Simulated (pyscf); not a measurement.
water (H₂O) + HO–Al(OH)–OH → HO–Al(OH)–OH + water (H₂O) (four-centre exchange; singlet surface; H–O, Al–O broken, Al–O, H–O formed). Optimised with ωB97X-D3(BJ)/def2-SVP in PySCF. Energies in kcal/mol from the separated reactants.

| level | barrier | reaction energy |
|---|---|---|
| PBE/def2-TZVP | -14.7 | 0.0 |
| r²SCAN/def2-TZVP | ___ | 0.0 |
| B3LYP-D3(BJ)/def2-TZVP | -12.9 | 0.0 |
| PBE0-D3(BJ)/def2-TZVP | -15.1 | 0.0 |
| M06-2X/def2-TZVP | -15.7 | 0.0 |
| HF/def2-TZVP | ___ | 0.0 |

Problem. Some entries are withheld; supply them.

Solution. 
- r²SCAN/def2-TZVP, barrier: -16.0
- HF/def2-TZVP, barrier: -1.7

On the reactant side the descent ends in an adduct with a Al–O contact, 23.7 kcal/mol under the separated species and 10.0 kcal/mol under the saddle at ωB97X-D3(BJ)/def2-TZVP. On the product side the descent ends in an adduct with a Al–O contact, 23.7 kcal/mol under the separated species and 9.9 kcal/mol under the saddle at ωB97X-D3(BJ)/def2-TZVP. At PBE, r²SCAN, B3LYP-D3(BJ), PBE0-D3(BJ), M06-2X, HF the saddle lies under the separated reactants, which points to a path from their complex (located at ωB97X-D3(BJ) alone). At PBE, r²SCAN, B3LYP-D3(BJ), PBE0-D3(BJ), M06-2X, HF the saddle lies under the separated products, which points to a path from their complex (located at ωB97X-D3(BJ) alone). What is counted as formed (Al–O) is already present as a longer contact in the reactant adduct; forming that adduct is a step of its own. What is counted as broken (Al–O) persists as a longer contact in the product adduct; parting that adduct is a step of its own. This is the saddle that the search found; another between the same sides may lie lower.
